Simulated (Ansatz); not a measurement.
# Bulk modulus of some hcp solids

Method: PBE (plane waves, PAW; Ansatz, a quantum-chemistry and plane-wave program). References are measured values corrected to a static lattice. The table is a random draw of 10 from 12 solids with such references.

Values in GPa.

```
solid           reference   PBE  error (%)
------  -----------------  ----  ---------
hcp Os                425   397       -6.6
hcp Cd  53.8§ (50.7–53.8)  38.4        -29
hcp Mg              38.6¶  36.0       -6.7
hcp Ru      318 (318–336)   311       -2.2
hcp Ti                108   112       +3.7
hcp Zn   69.7 (64.7–69.7)  62.5      -10.3
hcp Hf                110   107       -2.7
hcp Y    41.7 (37.3–41.7)  40.8       -2.2
hcp Re                369   364       -1.4
hcp Tl              37.4¶  26.2        -30
```

Over these 10 solids the mean error is -8.7 %, the mean absolute error 9.4 % (median 5.1 %), and the worst case hcp Tl at -30 %; the value is too low in 9 of 10 cases. Over all 12, from unrounded values, the mean error is -6.4 % and the mean absolute error 8.8 % (median 4.9 %).

All these references are brought to a static lattice.

Spin–orbit coupling is left out, also for the solids with elements from indium on (hcp Os, hcp Hf, hcp Re, hcp Tl); its size isn't shown.

§ marks references from which a value of another source on file, of any temperature and not printed here, differs by over 15 %.

¶ marks references of a special kind: hcp Mg, 38.6 GPa (measured, copied from a table, unchecked, extrapolated to 0 K and zero-point effects removed; as tabulated in Lejaeghere et al. (2013), arXiv:1204.2733); hcp Tl, 37.4 GPa (measured, copied from a table, unchecked, extrapolated to 0 K and zero-point effects removed; as tabulated in Lejaeghere et al. (2013), arXiv:1204.2733).

In Ansatz's fits of the non-cubic solids, shape and atoms are relaxed at each volume.

Brackets give the range of the sources taken for a reference, where it is wide; it can hold other temperatures.

Differences are worked out from the printed values.

Each level is taken at its own relaxed cell. Caveats: the cell is over a tenth larger than the published one (another phase or state, or a fault of the published cell, is possible) (hcp Tl). Ansatz's density-functional and Hartree–Fock values are scalar-relativistic unless marked +SOC, with PAW data made under PBE.

Ansatz's runs of these crystals have no spin polarisation.

Not in this set, of the hcp solids with a reference value in our tables and a result at some level: 3 for sources at odds; 1 for a reference at room or unstated temperature. These can be a level's best or worst cases. Solids without a released value at any level aren't counted. Layered and molecular crystals are counted apart. The metals Ce to Yb are counted apart.

References as tabulated in doi:10.1021/acs.jctc.3c00612; Lejaeghere et al. (2013), arXiv:1204.2733.
